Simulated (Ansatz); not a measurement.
## Relaxing BaMgH₄

Method: DFT PBEsol, scalar-relativistic, plane waves, PAW (Ansatz). Cutoff 420 eV, Γ-centred k mesh, Gaussian smearing, no spin polarisation in the final step.

The start puts BaMgH₄ on the sites of a reported PrCo4B cell (P6/mmm, No. 191), with Ba in place of Pr, Mg in place of B, H in place of Co, at a guessed volume.

```
Ba Mg H
1.0
     5.21445    0.00000    0.00000
    -2.60722    4.51584    0.00000
     0.00000    0.00000    7.01780
Ba Mg H
2 2 8
Cartesian
  0.0000 0.0000 0.0000
  0.0000 0.0000 3.5089
  0.0000 3.0106 3.5089
  2.6072 1.5053 3.5089
  0.0000 3.0106 0.0000
  2.6072 1.5053 0.0000
  2.6072 0.0000 2.0071
  1.3036 2.2579 2.0071
  -1.3036 2.2579 2.0071
  -1.3036 2.2579 5.0107
  1.3036 2.2579 5.0107
  2.6072 0.0000 5.0107
```

Cell and atoms relax at zero pressure; the relaxation can't lower the symmetry of the start. After a coarse first stage the cell is made exact in the group found at 0.06 Å.

Energies over the elements count from the elements' standard structures at the same level (H₂ as a molecule), with no empirical corrections.

**Question.** What does it relax into?

**Answer.** It keeps P6/mmm (No. 191), but not the shape of the type it started on. Conventional cell: a = 5.228 Å, c = 12.923 Å. Ba on Wyckoff site a (1 atom of the primitive cell) has 6 H at 3.02 Å; Ba on Wyckoff site b (1 atom of the primitive cell) is coordinated by 12 H at 2.87 Å and 6 Mg at 3.02 Å; Mg has 6 H at 1.92 Å; around H on Wyckoff site c (2 atoms of the primitive cell) lie 3 Ba at 3.02 Å and 3 H at 3.02 Å; H on Wyckoff site i (6 atoms of the primitive cell) is coordinated by 2 Mg at 1.92 Å.

Space group P6/mmm (No. 191). a = 5.228 Å, b = 5.228 Å, c = 12.923 Å, α = 90.00°, β = 90.00°, γ = 120.00°
```json
{"atom": "Ba", "site": "1a", "symmetry": "6/mmm", "x": "0.0000", "y": "0.0000", "z": "0.0000"}
{"atom": "Ba", "site": "1b", "symmetry": "6/mmm", "x": "0.0000", "y": "0.0000", "z": "0.5000"}
{"atom": "Mg", "site": "2d", "symmetry": "-6m2", "x": "0.3333", "y": "0.6667", "z": "0.5000"}
{"atom": "H", "site": "2c", "symmetry": "-6m2", "x": "0.3333", "y": "0.6667", "z": "0.0000"}
{"atom": "H", "site": "6i", "symmetry": "2mm", "x": "0.5000", "y": "0.0000", "z": "0.4083"}
```

**Question.** What are its volume, energy, density and gap?

**Answer.** The volume per atom is 25.5 Å³, the density is 1.8 g/cm³ and the energy over the elements is 0.04 eV/atom. The gap on the 12×12×4 mesh is 0 eV (a metal).

The final run used a 12×12×4 mesh on its 12-atom cell and 0.10 eV smearing. For metals, differences of a few meV/atom aren't resolved. No dispersion correction is applied, so the spacing between layers, chains or molecules is poorly fixed, and with it the volume and density. A structure relaxed within its symmetry needn't be a true minimum.

Cost: 4 runs of about 9.5 core-minutes in all, on Arm Neoverse V1 (shared hosts).